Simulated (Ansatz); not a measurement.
Heat of formation of C3H5N (SMILES CCC#N) from total energies

C3H5N: 9 atoms, total charge 0, spin state singlet. As SMILES, `CCC#N`. Geometry: relaxed at PBE0-D4/def2-TZVP.

```xyz
9

C    -0.4065    0.8280   -0.4382
C    -0.1171   -0.3184    0.5262
C     0.9808   -1.1595    0.0751
N     1.8504   -1.8127   -0.2970
H    -0.6779    0.4488   -1.4240
H    -1.2338    1.4301   -0.0602
H     0.4661    1.4723   -0.5506
H    -0.9992   -0.9530    0.6500
H     0.1373    0.0645    1.5186
```

Total energies at HF/3-21G (Ansatz 0.2.0); the atoms run unrestricted:

| species | state | energy (Eh) |
| --- | --- | --- |
| C3H5N | singlet | -170.010524 |
| C | triplet | -37.481070 |
| N | quartet | -54.105390 |
| H | doublet | -0.496199 |

Harmonic wavenumbers at PBE0-D4/def2-TZVP, in cm⁻¹: 213, 220, 400, 558, 787, 857, 1038, 1096, 1110, 1287, 1347, 1410, 1464, 1490, 1498, 2383, 3066, 3070, 3104, 3150, 3153.

Measured heats of formation of the gaseous atoms at 298.15 K, in kJ/mol: C 716.9, N 472.4, H 218.0. Take 1 Eh = 2625.50 kJ/mol, 1 cm⁻¹ = 0.0119627 kJ/mol, RT = 2.479 kJ/mol.

Task: What heat of formation follows?

Result: 
1. Electronic atomisation energy: 3 × (-37.481070) + (-54.105390) + 5 × (-0.496199) − (-170.010524) = 0.980929 Eh = 2575.4 kJ/mol.
2. Zero-point energy: half the sum of the wavenumbers, 16350.5 cm⁻¹ = 195.6 kJ/mol.
3. Thermal vibrational enthalpy, Σ hcν̃/(exp(hcν̃/kT) − 1): 4.8 kJ/mol. Translation, rotation and pV of a non-linear molecule: 4 RT = 9.9 kJ/mol.
4. The 9 free atoms carry 5/2 RT each: 55.8 kJ/mol.
5. Spin-orbit coupling lowers the free atoms by 3 × 0.02 = 0.1 kJ/mol.
6. Atomisation enthalpy at 298 K: 2575.4 − 0.1 − 195.6 − 4.8 − 9.9 + 55.8 = 2420.8 kJ/mol.
7. Sum of the atoms' heats of formation: 3713.1 kJ/mol. Heat of formation: 3713.1 − 2420.8 = +1292.3 kJ/mol.

The tabulated value is +51.7 kJ/mol (CRC Handbook of Chemistry and Physics), so this level is off by +1240.6 kJ/mol, or 33.9 % of the atomisation enthalpy that the table implies (3661.3 kJ/mol). Hartree–Fock leaves out correlation, which is larger in the molecule than in the atoms, so it underbinds and puts the heat of formation too high. A basis without polarisation functions underbinds badly. Anharmonicity and any spin-orbit splitting of the molecule are left out.
